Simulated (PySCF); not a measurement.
Molecule: `InChI=1S/C3H5N3/c1-6-4-2-3-5-6/h2-3H,1H3`.

Mapped SMILES: `[CH3:1][n:2]1[n:3][cH:4][cH:5][n:6]1` (H(Xn): hydrogen on atom n).

Geometry PBE0-D3(BJ)/def2-SVP throughout; GIAO in PySCF, gas phase, one conformer, non-relativistic; equivalent atoms averaged; basis pcSseg-2.

(1) How do the shifts δ (against TMS, NH3 at the same level) depend on the functional? (ppm; last column core-seconds on 1 thread of an Arm Neoverse V1, shared host)

(2) Which nucleus moves most, in ppm?

Answers

(1) 
| functional | kind | C4/C5 | C1 | N3/N6 | N2 | H(C4)/H(C5) | H(C1) | core-s |
| --- | --- | --- | --- | --- | --- | --- | --- | --- |
| HF | Hartree–Fock | 143.7 | 40.8 | 395.5 | 281.1 | 7.86 | 4.11 | 16 |
| LDA | LDA | 144.3 | 43.6 | 368.3 | 283.3 | 7.46 | 4.11 | 37 |
| PBE | GGA | 139.2 | 43.5 | 356.7 | 273.6 | 7.43 | 4.08 | 45 |
| BLYP | GGA | 139.6 | 43.8 | 361.2 | 277.8 | 7.39 | 4.10 | 45 |
| BP86 | GGA | 139.1 | 43.7 | 355.2 | 272.4 | 7.42 | 4.08 | 45 |
| OPBE | GGA | 134.7 | 42.9 | 342.6 | 261.0 | 7.47 | 4.06 | 43 |

(2) N3/N6 (pyridine-type nitrogen of an azole): from 342.6 ppm with OPBE to 395.5 ppm with HF. The smallest spread is 0.06 ppm, at H(C1). Proton shifts span only some 12 ppm, so a few tenths of a ppm matter as much there as several ppm in carbon.
